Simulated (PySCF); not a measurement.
**Computed NMR parameters against published values**

Mapped SMILES: `[N:1]#[P:2]`.

Published values to compare with: δ 31P P2 275.0 ppm (measured; gas; S. K. Latypov et al., Phys. Chem. Chem. Phys. 2015 (author manuscript)).
σ 15N N1 -349.0; σ 31P P2 53.0 ppm (measured; gas; G. L. Stoychev, PhD thesis, Univ. Bonn 2021 (Stoychev, Auer, Izsak, Neese, JCTC 2018, 14, 619)).
σ 15N N1 -344.0; σ 31P P2 50.6 ppm (CCSD(T)/aug-cc-pCV[TQ]Z extrapolated; gas (isolated, no vibration); Teale, Lutnaes, Helgaker, Tozer, Gauss, JCP 2013, 138, 024111, as tabulated in M. Glasbrenner, PhD thesis, LMU Munich (SI Table 24)).
σ 15N N1 -344.7; σ 31P P2 51.6 ppm (CCSD(T)/pcSseg-4; gas (isolated, no vibration); G. L. Stoychev, PhD thesis, Univ. Bonn 2021 (Stoychev, Auer, Izsak, Neese, JCTC 2018, 14, 619)).
σ 15N N1 -345.5; σ 31P P2 55.3 ppm (CCSD(T)/cc-pCVQZ; gas (isolated, no vibration); M. Glasbrenner, PhD thesis, LMU Munich (RPA NMR shieldings paper, SI)).
σ 31P P2 59.1 ppm (CCSD(T)/CBS (aug-cc-pCVXZ fit); gas (isolated, no vibration); Rzepiela, Kaminsky, Buczek, Broda, Kupka, Molecules 2022, 27, 8230).

Non-relativistic, gas phase, one conformer. Shielding tensors at B3LYP/pcSseg-2 (GIAO); PBE0-D3(BJ)/def2-SVP structure; PySCF 2.14.0 with density-fitted response routines.

Task: How close does the calculation come?

Result: 
Reference values: measured (gas; S. K. Latypov et al., Phys. Chem. Chem. Phys. 2015 (author manuscript)).
```tsv
atoms	quantity	reference	computed
P2	δ 31P vs 85 % H3PO4	275.0	345.6
```

Reference values: measured (gas; G. L. Stoychev, PhD thesis, Univ. Bonn 2021 (Stoychev, Auer, Izsak, Neese, JCTC 2018, 14, 619)).
| atoms | quantity | reference | computed |
| --- | --- | --- | --- |
| N1 | σ 15N | -349.0 | -438.0 |
| P2 | σ 31P | 53.0 | -62.3 |

Reference values: CCSD(T)/aug-cc-pCV[TQ]Z extrapolated (gas (isolated, no vibration); Teale, Lutnaes, Helgaker, Tozer, Gauss, JCP 2013, 138, 024111, as tabulated in M. Glasbrenner, PhD thesis, LMU Munich (SI Table 24)).
```json
{"atoms": "N1", "quantity": "σ 15N", "reference": "-344.0", "computed": "-438.0"}
{"atoms": "P2", "quantity": "σ 31P", "reference": "50.6", "computed": "-62.3"}
```

Reference values: CCSD(T)/pcSseg-4 (gas (isolated, no vibration); G. L. Stoychev, PhD thesis, Univ. Bonn 2021 (Stoychev, Auer, Izsak, Neese, JCTC 2018, 14, 619)).
| atoms | quantity | reference | computed |
| --- | --- | --- | --- |
| N1 | σ 15N | -344.7 | -438.0 |
| P2 | σ 31P | 51.6 | -62.3 |

Reference values: CCSD(T)/cc-pCVQZ (gas (isolated, no vibration); M. Glasbrenner, PhD thesis, LMU Munich (RPA NMR shieldings paper, SI)).
```tsv
atoms	quantity	reference	computed
N1	σ 15N	-345.5	-438.0
P2	σ 31P	55.3	-62.3
```

Reference values: CCSD(T)/CBS (aug-cc-pCVXZ fit) (gas (isolated, no vibration); Rzepiela, Kaminsky, Buczek, Broda, Kupka, Molecules 2022, 27, 8230).
```json
{"atoms": "P2", "quantity": "σ 31P", "reference": "59.1", "computed": "-62.3"}
```

Absolute shieldings are compared as such; zero-point and thermal motion, absent here, lowers them by some tenths of a ppm for H, a few ppm for C and up to about 10 ppm for F.

Computed shifts are σ(ref) − σ with the named reference compound (TMS for H and C) calculated as an isolated molecule at the same level.

Task: How far are the unscaled 15N shieldings from the references?

Result: Mean signed difference -92.20 ppm, mean absolute 92.20 ppm over 4 comparisons; the largest is -94.0 ppm at N1 (nitrogen bonded to P).

Task: How far are the unscaled 31P shieldings from the references?

Result: Mean signed difference -116.22 ppm, mean absolute 116.22 ppm over 5 comparisons; the largest is -121.4 ppm at P2 (phosphorus bonded to N).

10 of the 22 published NMR values on file for this molecule are compared. The rest: other calculations.
